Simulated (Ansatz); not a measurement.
Total energies of C₃H₄S (`CC#CS`).

Cartesian coordinates in Å:
```
C -1.165 0.143 -0.916
C -0.105 0.057 0.066
C 0.784 -0.015 0.878
S 1.932 -0.046 2.105
H -1.880 0.922 -0.638
H -1.711 -0.800 -1.004
H -0.765 0.399 -1.901
H 2.909 -0.659 1.411
```

Charge 0, multiplicity 1. All single points use the PBE0-D4/def2-TZVP geometry. It is one conformer, not always the lowest. Basis def2-TZVPP, Ansatz 0.2.0.

RPA on PBE orbitals: Hartree–Fock energy of these orbitals -513.41292 Eh, correlation -1.06891 Eh (frozen core).

| functional | energy without D4 (Eh) | D4 term (kJ/mol) |
| --- | --- | --- |
| revPBE | -514.80383 | -42.8 |
| BLYP | -514.85545 | -29.1 |
| r2SCAN | -514.80414 | -3.2 |
| B97M-V | -514.80746 | – |
| BHLYP | -514.82816 | -15.3 |
| LC-ωPBE | -514.70220 | – |
| ωB97X-V | -514.80629 | – |
| ωB97M-V | -514.82807 | – |
| B2PLYP | -514.67362 | – |
| PBE-QIDH | -514.51392 | – |

Problem. Give the same for LDA (SPW92), PBE, PBE0, B3LYP, r2SCANh, r2SCAN0, HSE06 (plane-wave form), CAM-B3LYP. (Estimate.)

Solution. Computed: 
```csv
functional,energy without D4 (Eh),D4 term (kJ/mol)
LDA (SPW92),-512.43995,–
PBE,-514.57815,-13.0
PBE0,-514.62039,-10.9
B3LYP,-514.92946,-20.9
r2SCANh,-514.79629,-3.4
r2SCAN0,-514.78538,-3.8
HSE06 (plane-wave form),-514.60618,-10.1
CAM-B3LYP,-514.84706,-11.0
```

B3LYP takes the VWN-RPA correlation (the form of Gaussian; ORCA's B3LYP/G). HSE06 is the plane-wave form, built on full-range PBE exchange. The double hybrids freeze the cores in their second-order part.

LC-ωPBE has ω = 0.4 bohr⁻¹.
